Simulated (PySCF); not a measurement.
## Frontier orbitals and the lowest excitations

C4H4N2.
Cartesian coordinates in Å at the GFN2-xTB level; atoms count from 1:
```xyz
10
C4H4N2 angstrom
C      1.8335   -0.0559   -0.1919
N      0.7549   -0.6987   -0.2665
C     -0.4836   -0.1125   -0.0219
C     -1.5292   -0.8768    0.3155
C     -0.6319    1.2982   -0.1714
N     -0.7016    2.4350   -0.3007
H      2.7467   -0.5863   -0.4195
H      1.9243    0.9938    0.1000
H     -1.4046   -1.9392    0.4291
H     -2.4996   -0.4530    0.5048
```

Theory: TDDFT wB97X-D/def2-SVPD, vertical, gas phase, core orbitals frozen in the response (PySCF 2.14.0, density-fitted response routines).

Kohn–Sham orbitals with the atoms that hold most of them (Löwdin shares over 4%, at most four atoms; ? is withheld):

| orbital | ε (eV) | atoms |
| --- | --- | --- |
| LUMO+2 | 2.30 | C4 24%, C5 21%, N6 15%, C1 9% |
| LUMO+1 | 1.28 | N2 25%, C1 19%, N6 16%, C5 13% |
| LUMO | -0.37 | ? |
| HOMO | -9.61 | N2 27%, C4 23%, C3 18%, C1 11% |
| HOMO-1 | -10.47 | ? |
| HOMO-2 | -12.07 | N6 44%, C5 35%, N2 8%, C1 5% |
| HOMO-3 | -12.23 | N6 36%, C5 29%, N2 14%, C1 10% |

Question: Give the leading atoms of the LUMO.

Answer: C4 (bonded to C and 2 H) 28%; C1 (bonded to N and 2 H) 20%; C3 (bonded to 2 C and N) 15%; N2 (bonded to 2 C) 12%. By element: carbon 63% or more, nitrogen 12% or more.

Question: Give the leading atoms of the HOMO-1.

Answer: N2 (bonded to 2 C) 43%; C1 (bonded to N and 2 H) 15%; C3 (bonded to 2 C and N) 13%; C4 (bonded to C and 2 H) 7%. By element: nitrogen 43% or more, carbon 35% or more.

Question: The HOMO–LUMO gap is 9.24 eV. Where does the response calculation put the lowest singlet, and from which orbitals?

Answer: S1 is at 4.43 eV (f = 0.023), 4.81 eV below the gap, made of HOMO→LUMO (50%), HOMO-1→LUMO (40%). 

Next come S2 at 5.98 eV (f 0.423), HOMO-1→LUMO (48%), HOMO→LUMO (46%); S3 at 6.15 eV (f 0.012), HOMO→LUMO+1 (69%), HOMO-1→LUMO+1 (18%), HOMO-1→LUMO (9%); S4 at 6.80 eV (f 0.0067), HOMO-2→LUMO (54%), HOMO-3→LUMO (15%), HOMO-2→LUMO+1 (10%); S5 at 6.90 eV (f 0.026), HOMO-1→LUMO+1 (46%), HOMO→LUMO+3 (17%), HOMO→LUMO+2 (13%).

The run took 15 s wall on an Arm Neoverse V1 with one thread, no GPU, shared host.

One conformer stands for the species.
